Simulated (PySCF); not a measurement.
Molecule: `C=CC[NH+](C)C`, [C₅H₁₂N]+.

Geometry:
| atom | x (Å) | y (Å) | z (Å) |
| --- | --- | --- | --- |
| C1 | 2.231 | 0.146 | -0.650 |
| C2 | 1.702 | -0.050 | 0.557 |
| C3 | 0.274 | -0.348 | 0.889 |
| N4 | -0.670 | -0.132 | -0.252 |
| C5 | -1.945 | -0.872 | -0.064 |
| C6 | -0.909 | 1.314 | -0.517 |
| H7 | 3.303 | 0.319 | -0.765 |
| H8 | 1.657 | 0.153 | -1.585 |
| H9 | 2.356 | -0.038 | 1.435 |
| H10 | -0.084 | 0.273 | 1.725 |
| H11 | 0.172 | -1.399 | 1.202 |
| H12 | -0.209 | -0.525 | -1.083 |
| H13 | -1.734 | -1.946 | 0.016 |
| H14 | -2.602 | -0.682 | -0.921 |
| H15 | -2.425 | -0.517 | 0.857 |
| H16 | -1.485 | 1.727 | 0.320 |
| H17 | -1.479 | 1.419 | -1.449 |
| H18 | 0.054 | 1.829 | -0.599 |

Total charge +1.

Geometry PBE0-D3(BJ)/def2-SVP throughout; GIAO in PySCF, gas phase, one conformer, non-relativistic; equivalent atoms averaged; functional PBE0.

For orientation, 6-31G* gives these absolute shieldings σ: C1 80.5, C5/C6 152.0, N4 219.1, H7 25.72, H9 25.73, H8 26.71, H12 27.50, H10/H11 28.26, H13/H14/H15/H16/H17/H18 28.87 ppm.

A run gave: C1 128.3, C5/C6 187.4, N4 273.5, H7 26.17, H9 26.39, H8 27.56, H12 28.27, H10/H11 28.97, H13/H14/H15/H16/H17/H18 29.37 ppm (absolute shieldings σ).

Question: Which basis set was used in that run?
A. pcSseg-1
B. 6-311+G(2d,p)
C. STO-3G
D. 6-31G

Answer: C. C1 tells them apart best: STO-3G gives 128.3, pcSseg-1 gives 59.2, 6-31G gives 84.3, 6-311+G(2d,p) gives 64.0 ppm.
